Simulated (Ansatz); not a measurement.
Isolated molecules relaxed with PBE0-D4/def2-TZVP in Ansatz; ΔE leaves out vibrations. CBS: MP2 limit from def2 TZ/QZ plus the TZ coupled-cluster correction, frozen cores. Functionals use def2-TZVPP. One conformer a species, not always the lowest.

Reaction (isomerisation): `N#CCCO` → `NC1CC1=O`

`N#CCCO`:

Cartesian coordinates in Å:
```
N 1.487 -1.253 -2.111
C 1.068 -0.922 -1.093
C 0.508 -0.476 0.171
C -0.701 0.442 -0.035
O -1.270 0.820 1.190
H 1.289 0.046 0.733
H 0.208 -1.346 0.760
H -0.408 1.309 -0.640
H -1.474 -0.096 -0.586
H -0.708 1.476 1.610
```

`NC1CC1=O`:

```xyz
10

N     0.675    1.121    0.815
C    -0.149    0.530   -0.201
C    -0.890   -0.803    0.087
C     0.203   -0.718   -0.891
O     0.978   -1.322   -1.569
H     1.176    0.404    1.327
H     1.377    1.718    0.392
H    -0.758    1.253   -0.739
H    -0.689   -1.325    1.020
H    -1.923   -0.858   -0.241
```

CCSD(T)/CBS gives +150.8 kJ/mol.

Task: Another level gave +124.2 kJ/mol. Which?
A. ωB97M-V/def2-TZVPP
B. HF/def2-TZVPP
C. RPA@PBE/def2-TZVPP
D. r2SCAN0/def2-TZVPP

Result: D. r2SCAN0 124.2, HF/def2-TZVPP 173.3, ωB97M-V 136.5, RPA@PBE/def2-TZVPP 157.0 kJ/mol.

Largest T1 diagnostic among the species: 0.014.

From PBE to PBE0 (25 % exact exchange), in def2-TZVPP and without D4, ΔE moves by +6.4 kJ/mol. In def2-TZVPP, CCSD(T) changes the Hartree–Fock value by −18.6 kJ/mol (the triples alone add −3.3 kJ/mol) and MP2 by −15.8 kJ/mol. Leaving LDA and LC-ωPBE aside and taking each functional with its dispersion term where it has one, the values, not all of them listed here, spread over 41.0 kJ/mol, from PBE-D4 to B2PLYP. LDA lies −22.3 kJ/mol from PBE without D4.
